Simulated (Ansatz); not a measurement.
# C3H6F2O: one species, many methods

An exercise on one series of results from a longer session: the logs are not shown, and one member is left open.

The runs use Ansatz 0.2.0, Gaussian basis; functionals in def2-TZVPP, the program's frozen cores in correlated methods.

Plan: LDA (SPW92), PBE-D4, revPBE-D4, BLYP-D4, r2SCAN-D4, B97M-V, PBE0-D4, B3LYP-D4, r2SCANh-D4, r2SCAN0-D4, HSE06-D4, BHLYP-D4, CAM-B3LYP-D4, LC-ωPBE, ωB97X-V, ωB97M-V, B2PLYP, PBE-QIDH; CCSD(T)/def2-SVP; CCSD(T)/def2-TZVPP; MP2/def2-QZVPP; extrapolation to the limit; RPA on PBE.

### The relaxed structure

An earlier PBE0-D4 in a triple-zeta def2 set relaxation fixed the geometry.

SMILES `FCCOCF`, 12 atoms, charge 0, spin multiplicity 1.

Atoms are counted from 1 here; the program's logs count them from 0.

Bond lengths: F1–C2 1.380 Å, C2–C3 1.498 Å, C2–H7 1.094 Å, C2–H8 1.094 Å, C3–O4 1.414 Å, C3–H9 1.097 Å, C3–H10 1.099 Å, O4–C5 1.363 Å, C5–F6 1.383 Å, C5–H11 1.091 Å, C5–H12 1.098 Å. Angles: F1–C2–C3 110.7°, F1–C2–H7 108.1°, F1–C2–H8 108.2°, C3–C2–H7 110.5°, C3–C2–H8 109.8°, H7–C2–H8 109.5°, C2–C3–O4 109.0°, C2–C3–H9 109.1°, C2–C3–H10 109.8°, O4–C3–H9 110.5°, O4–C3–H10 110.2°, H9–C3–H10 108.3°, C3–O4–C5 114.5°, O4–C5–F6 111.2°, O4–C5–H11 107.6°, O4–C5–H12 112.0°, F6–C5–H11 107.8°, F6–C5–H12 106.3° and more.

As a file:

```
F     0.9559   -1.8339   -1.3142
C     0.0178   -1.7568   -0.3055
C     0.0865   -0.4274    0.3822
O    -0.4030    0.5695   -0.4924
C    -0.1197    1.8465   -0.1087
F    -0.8340    2.1989    1.0222
H    -0.9704   -1.9077   -0.7489
H     0.2221   -2.5565    0.4130
H    -0.5176   -0.4652    1.2965
H     1.1252   -0.2070    0.6638
H    -0.4271    2.5097   -0.9184
H     0.9414    1.9749    0.1446
```

The first run:

Input file in.yaml:

```yaml
crystal:
  periodic: [false, false, false]
  atoms:
    - {symbol: F, position_ang: [0.955872, -1.833914, -1.314185]}
    - {symbol: C, position_ang: [0.017848, -1.756801, -0.305485]}
    - {symbol: C, position_ang: [0.086461, -0.427371, 0.382216]}
    - {symbol: O, position_ang: [-0.402988, 0.569507, -0.492412]}
    - {symbol: C, position_ang: [-0.119667, 1.846482, -0.108679]}
    - {symbol: F, position_ang: [-0.834035, 2.198885, 1.022203]}
    - {symbol: H, position_ang: [-0.970383, -1.907663, -0.748940]}
    - {symbol: H, position_ang: [0.222068, -2.556521, 0.412984]}
    - {symbol: H, position_ang: [-0.517635, -0.465237, 1.296531]}
    - {symbol: H, position_ang: [1.125152, -0.207038, 0.663804]}
    - {symbol: H, position_ang: [-0.427132, 2.509696, -0.918425]}
    - {symbol: H, position_ang: [0.941439, 1.974875, 0.144588]}
basis:
  gaussian: {orbitals: def2-TZVPP}
hamiltonian: {xc: lda}
output: {orbitals: {seedname: orbitals}}
```

Launch:

```
$ ansatz run in.yaml --threads 4 --pin off --events-out ev --progress --plain --max-ram 10444MiB
```

Steps of the session up to this table: LDA; PBE-D4 (GGA); revPBE-D4 (GGA); BLYP-D4 (GGA); r2SCAN-D4 (meta-GGA); B97M-V (meta-GGA); PBE0-D4 (hybrid); B3LYP-D4 (hybrid); r2SCANh-D4 (hybrid); r2SCAN0-D4 (hybrid); HSE06-D4 (hybrid); BHLYP-D4 (hybrid); CAM-B3LYP-D4 (range-separated); LC-ωPBE (range-separated); ωB97X-V (range-separated); ωB97M-V (range-separated); B2PLYP (double hybrid); PBE-QIDH (double hybrid).

One of the session's tables, all rows but one given; the rest of the session is left out.

It belongs to the step «Orbital energies across the functionals». 

| functional | HOMO (eV) | LUMO (eV) | gap (eV) |
| --- | --- | --- | --- |
| LDA (SPW92) | -7.16 | 0.44 | 7.60 |
| PBE-D4 | -7.00 | 0.61 | 7.61 |
| revPBE-D4 | -6.94 | 0.68 | 7.62 |
| BLYP-D4 | -6.94 | 0.57 | 7.50 |
| r2SCAN-D4 | -7.35 | 1.37 | 8.73 |
| B97M-V | -7.52 | 0.78 | 8.29 |
| PBE0-D4 | -8.64 | 1.43 | 10.07 |
| B3LYP-D4 | -8.41 | 1.06 | 9.47 |
| r2SCANh-D4 | -7.97 | 1.63 | 9.59 |
| r2SCAN0-D4 | ? | ? | ? |
| HSE06-D4 | -8.23 | 1.06 | 9.29 |
| BHLYP-D4 | -10.27 | 2.00 | 12.28 |
| CAM-B3LYP-D4 | -10.14 | 2.17 | 12.31 |
| LC-ωPBE | -11.45 | 3.50 | 14.95 |
| ωB97X-V | -11.14 | 3.32 | 14.46 |
| ωB97M-V | -11.08 | 2.88 | 13.95 |

**Question.** Estimate the row for r2SCAN0-D4.

Worked estimate for «HOMO (eV)». Against the share of exact exchange, r2SCAN-D4 (0, -7.35), r2SCANh-D4 (0.1, -7.97) give a slope of -6.20 per unit share; at 0.25 the line stands at -8.90.

**Answer.** HOMO (eV): -8.90; LUMO (eV): 1.97; gap (eV): 10.87. In «HOMO (eV)» the line misses by 0.00.
